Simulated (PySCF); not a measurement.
Which basis set comes closest?

Molecule: SMILES C=C[S@@](C)=O, C3H6OS.

Bonds (- single, = double, # triple, : aromatic): C1=C2 1.329 Å, C2-S3 1.797 Å, S3-C4 1.819 Å, S3=O5 1.501 Å. C1 carries H6, H7; C2 carries H8; C4 carries H9, H10, H11. Stereochemistry as in C=C[S@@](C)=O. H6 is cis to S3; H7 is trans to S3.

Geometry PBE0-D3(BJ)/def2-SVP throughout; GIAO in PySCF, gas phase, one conformer, non-relativistic; equivalent atoms averaged; functional PBE0.

Reference values (measured; solution, not stated per compound (mostly CDCl3 or CCl4); Pretsch, Buehlmann, Badertscher, Structure Determination of Organic Compounds, 4th ed. (2009)): δ(H8) = 6.77 ppm, δ(H7) = 5.92 ppm, δ(H6) = 6.08 ppm. Computed shifts are taken against TMS, calculated as an isolated molecule at each level.

Task: How do the basis sets STO-3G, 6-31G, pcSseg-0, 6-31G*, def2-SVP, cc-pVDZ, pcSseg-1, aug-cc-pVDZ, 6-311+G(2d,p), def2-TZVP, cc-pVTZ, IGLO-III, pcSseg-2 perform against the reference? Times are CPU seconds on shared hosts with different chips, so compare them loosely.

Result: 
```tsv
basis set	functions	H8	H7	H6	mean abs. error H	core-s
STO-3G	35	6.47	5.58	5.85	0.29	2.2
6-31G	61	7.04	6.47	7.27	0.67	4.2
pcSseg-0	61	6.85	6.63	6.98	0.56	3.3
6-31G*	86	6.55	6.05	6.50	0.26	6
def2-SVP	104	6.51	6.13	6.59	0.33	6.6
cc-pVDZ	104	6.64	6.11	6.72	0.32	6.3
pcSseg-1	122	6.72	6.35	6.80	0.40	14
aug-cc-pVDZ	173	7.15	6.29	6.98	0.55	12
6-311+G(2d,p)	179	6.98	6.19	6.82	0.41	15
def2-TZVP	197	7.04	6.18	6.73	0.39	20
cc-pVTZ	238	7.04	6.19	6.77	0.41	21
IGLO-III	244	7.03	6.19	6.82	0.42	20
pcSseg-2	271	7.03	6.24	6.79	0.43	47
```

For ¹H the closest is 6-31G* (0.26 ppm) and the furthest 6-31G (0.67 ppm). Where a smaller basis beats a larger one, errors probably cancel; the largest sets show where the functional converges. One molecule is a small sample, and vibrational and solvent effects are absent from the calculation.

A small basis that lands close on one nucleus may do so by chance; judge by the trend and by all nuclei.
